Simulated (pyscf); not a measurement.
Thermochemistry of product channels of HO–AsH₂ (SMILES O[AsH2]) + H• (SMILES [H]) on the doublet surface, in kcal/mol, from ωB97M-D3(BJ)/def2-TZVP energies (ideal gas, 1 atm, RRHO with modes under 100 cm⁻¹ raised to 100, one conformer, R ln 2 for rigid chiral ones). Structures and frequencies: ωB97X-D3(BJ)/def2-SVP in PySCF.

```csv
products,ΔE,ΔH(298 K),ΔG(900 K),ΔG(1200 K)
AsH₂• (SMILES [AsH2]) + H₂O (SMILES O),-41.9,-38.7,-45.7,-47.1
AsH₂• (SMILES [AsH2]) + O (SMILES [O]) [triplet] + H₂ (SMILES [H][H]),+77.9,+75.1,+46.4,+36.9
HO–AsH• (SMILES O[AsH]) + H₂ (SMILES [H][H]),-34.4,-33.3,-36.8,-37.7
AsH (SMILES [AsH]) [triplet] + OH• (SMILES [OH]) + H₂ (SMILES [H][H]),+45.4,+43.5,+12.9,+3.0
•O–AsH₂ (SMILES [O][AsH2]) + H₂ (SMILES [H][H]),-1.0,-2.1,-5.3,-6.2
```

These are energies of the channels, which say nothing of barriers. Left out: orbital degeneracy and the spin-orbit lowering of OH, O. Elements up to Kr have no core potential and no relativistic terms here.
